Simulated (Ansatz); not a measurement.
**H$_{3}$Ge–GeH$_{3}$, singlet: the ladder up to RCCSDT(Q)**

Geometry: displaced at random from a stationary point.

```yaml
atoms:
  - { symbol: Ge, position_ang: [-1.1293, -0.0061, -0.0050] }
  - { symbol: Ge, position_ang: [1.1274, 0.0110, 0.0066] }
  - { symbol: H, position_ang: [-1.7578, 1.4092, 0.0067] }
  - { symbol: H, position_ang: [-1.6668, -0.8153, 1.2607] }
  - { symbol: H, position_ang: [-1.7699, -0.8199, -1.3386] }
  - { symbol: H, position_ang: [1.8578, -1.5149, -0.0756] }
  - { symbol: H, position_ang: [1.7119, 0.6101, 1.2151] }
  - { symbol: H, position_ang: [1.7625, 0.7797, -1.1814] }
```

Basis cc-pVDZ; Ansatz 0.2.0. Correlated methods freeze the noble-gas cores and the filled d shells of p-block atoms, which leaves 14 electrons in 56 orbitals. Prefix R: restricted or restricted open-shell reference. Active spaces: frontier = (8e, 8o) about the gap. No spin–orbit coupling is included, and no scalar relativity.

Full CI isn't at hand for all of this; RCCSDT(Q) serves as the reference, and is uncertain by about the last step of the cluster series.

* UHF ⟨S²⟩: 0.000
* T1 diagnostic (RCCSD): 0.0118
* largest doubles amplitude (RCCSD): 0.037

| level | E − E(RCCSDT(Q)) (kJ/mol) | share of correlation (%) | wall time |
| --- | --- | --- | --- |
| RHF | 694.7 | 0.00 | – |
| RMP2 | 150.9 | 78.27 | – |
| CISD | 86.2 | 87.59 | 17 s |
| RCCSD | 19.2 | 97.23 | – |
| RCCSD(T) | 3.6 | 99.48 | 10 s |
| BCCD(T) | 3.5 | 99.50 | 13 s |
| RCCSDT | 0.6 | 99.92 | – |
| CASSCF (frontier space) | 527.8 | 24.02 | – |
| NEVPT2 (frontier space) | 142.2 | 79.53 | 56 s |

The correlation energy at RCCSDT(Q), counted from RHF, is -7.200 eV. That run took 4 min on 1 thread of Intel Xeon, shared host.

Times hold each run's SCF and search for its determinant on a shared host, so for small cases they say little of a method's own cost; they ran on 1 thread of Intel Xeon.
